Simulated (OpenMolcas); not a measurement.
Predicting a hybrid from its neighbours: AlSiH4Cl

The species is AlSiH4Cl (7 atoms), meant as a singlet with charge 0. As SMILES, `[SiH3][AlH][Cl]`. Geometry: relaxed at PBE0-D4/def2-TZVP.

The vertical ionisation energy (to the doublet cation) y, in eV, basis aug-cc-pVDZ; a is the functional's share of exact exchange. Programs: OpenMolcas 26.06.

| functional | program | a | y (eV) |
| --- | --- | --- | --- |
| PBE | OpenMolcas | 0 | 9.51 |
| r2SCAN | OpenMolcas | 0 | 9.66 |
| B3LYP | OpenMolcas | 0.2 | 9.78 |
| PBE0 | OpenMolcas | 0.25 | ? |
| BHLYP | OpenMolcas | 0.5 | 9.93 |

Task: Fit y = c + s·a to the known rows and predict PBE0.

Result: 
1. Means of the 4 rows: a = 0.1750, y = 9.720.
2. Σ(Δa)² = 0.1675, Σ(Δa·Δy) = 0.117, so the slope is 0.117/0.1675 = 0.69851.
3. Intercept: 9.720 − (0.69851) × 0.1750 = 9.598. The largest residual of the fit is 0.088.
4. PBE0: 9.598 + (0.69851) × 0.25 = 9.77 eV.

The run gave 9.79 eV, so the prediction is off by -0.02 eV, within the largest residual. The rows mix families of semi-local functionals, which the line can't see.
